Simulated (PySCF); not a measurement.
Static polarisabilities and like-pair C6 coefficients by linear response at PBE0/aug-cc-pVTZ (PySCF, frozen core in the response, non-relativistic, gas phase), PBE0-D3(BJ)/def2-TZVP geometries, one conformer each; atomic units unless stated. Spin–orbit coupling is left out although an atom past zinc is present.

```
                   species  electrons     α
    `O[N+](=O)[O-]` (HNO3)         32  25.3
               `CC` (C2H6)         18  28.8
          `CC(C)F` (C3H7F)         34  41.2
          `COC=O` (C2H4O2)         32  34.0
`C[C@@H](Cl)CCl` (C3H6Cl2)         58  67.7
              `BrBr` (Br2)         70  44.5
```

Q: Estimate each like-pair C6, largest first.

A: 
| species | C6 | ω̄ = 4·C6/(3α²) (eV) |
| --- | --- | --- |
| `C[C@@H](Cl)CCl` (C3H6Cl2) | 1941 | 15.4 |
| `CC(C)F` (C3H7F) | 789.6 | 16.9 |
| `BrBr` (Br2) | 727.9 | 13.3 |
| `COC=O` (C2H4O2) | 544.2 | 17.1 |
| `CC` (C2H6) | 365.4 | 16.0 |
| `O[N+](=O)[O-]` (HNO3) | 321.4 | 18.2 |

The order departs from that of α, because the effective excitation energy in the last column differs. London's effective excitation energy ω̄ runs from 13.3 to 18.2 eV here.
